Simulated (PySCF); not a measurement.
A made-up structure of CH$_{3}$NSi, singlet:

```
6
angstrom
C -0.4346 -0.9521 -0.1128
N 0.7673 -0.9619 0.3078
Si 0.1757 0.7127 0.0316
H -1.1033 -1.7905 -0.3118
H 0.7112 1.4488 -1.1299
H 1.4912 -1.5087 0.7739
```

It is relaxed with PBE-D4/def2-SVP and then PBE0-D4/def2-TZVP (PySCF 2.14 with density fitting (its default auxiliary sets; JK sets also for MP2 and CCSD(T))). Atoms count as bonded within 1.22 times the sum of their covalent radii (H–H: 0.88 Å). The end point is not checked to be a true minimum.

(1) Does its bonding change? (Judge from chemistry; the calculation decides.)

Answers

(1) By the calculation: No: no bond forms or breaks.

Where it ends: The first stage lowers the energy by 1.15 eV in 14 steps. It ends as CH₃NSi ([CH]1[NH][SiH]1):
C1  (-0.325, -0.913, -0.079)
N2  (0.818, -0.823, 0.457)
Si3  (-0.030, 0.950, 0.203)
H4  (-0.811, -1.833, -0.406)
H5  (0.490, 1.144, -1.230)
H6  (1.478, -1.578, 0.619)
(Å)

Labels in which every atom is bracketed show which atoms are joined, not bond orders.

For scale, one of the runs: PBE0-D4/def2-TZVP relaxation, 117 basis functions, launched by `OMP_NUM_THREADS=2 python run.py`. Time: 53 s of wall clock on 2 CPU threads of an Arm Neoverse V1; the host was shared. Peak host memory: 1.1 GiB.
